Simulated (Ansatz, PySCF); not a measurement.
Molecule: hydrogen chloride, HCl, net charge 0, singlet state. SMILES: Cl
Geometry: optimised at B3LYP-D3(BJ)/def2-TZVP (Ansatz, an electronic-structure program).


Quantity: enthalpy of formation at 298 K (from the atomisation energy, B3LYP-D3(BJ)/def2-TZVP harmonic zero-point and thermal terms from PySCF, and the atoms' enthalpies of formation in the G2/97 table; no spin-orbit terms, and no core term in the frozen-core levels), in kcal/mol. Correlated levels leave the core frozen unless marked. Open shells are spin-unrestricted. No spin-orbit coupling. No relativistic terms. The coupled-cluster limit lacks core correlation, which all-electron functionals hold. CBS marks a two-point X^-3 extrapolation of the correlation energy; Hartree-Fock from the larger set (for Q and 5 zeta extrapolated as (X+1)exp(-9√X)). [CCSD(T)-MP2]/basis is that difference in the basis named.

Measured: -22.0 kcal/mol (Active Thermochemical Tables 1.112 (ions: stationary electron), as tabulated in the package chemicals); it holds spin-orbit and relativistic effects, which these rows lack, and core correlation, which the frozen-core levels lack.

| level | program | enthalpy of formation at 298 K (kcal/mol) | error against measurement |
|---|---|---|---|
| wB97M-V/def2-TZVPD | Ansatz | -22.6 | -0.6 |
| B2PLYP-D4/def2-TZVPD | Ansatz + dftd4 | -19.7 | 2.3 |
| RI-MP2/aug-cc-pV(Q+d)Z | Ansatz | -22.9 | -0.9 |
| SCS-MP2/aug-cc-pV(Q+d)Z | Ansatz | -22.9 | -0.9 |
| CCSD/cc-pV(D+d)Z | Ansatz | -14.0 | 8.0 |
| CCSD(T)/6-31G | Ansatz | 7.1 | 29.1 |
| CCSD(T)/def2-TZVPPD | Ansatz | -20.8 | 1.2 |
| RI-MP2/CBS(aug-cc-pV(T+d)Z,aug-cc-pV(Q+d)Z)+[CCSD(T)-MP2]/aug-cc-pV(D+d)Z | Ansatz | -24.0 | -2.0 |
| RI-MP2/CBS(def2-TZVPP,def2-QZVPP)+[CCSD(T)-MP2]/def2-QZVPP | Ansatz | -23.1 | -1.1 |
| CCSD(T)/CBS(cc-pV(Q+d)Z,cc-pV(5+d)Z) | Ansatz | -23.1 | -1.1 |
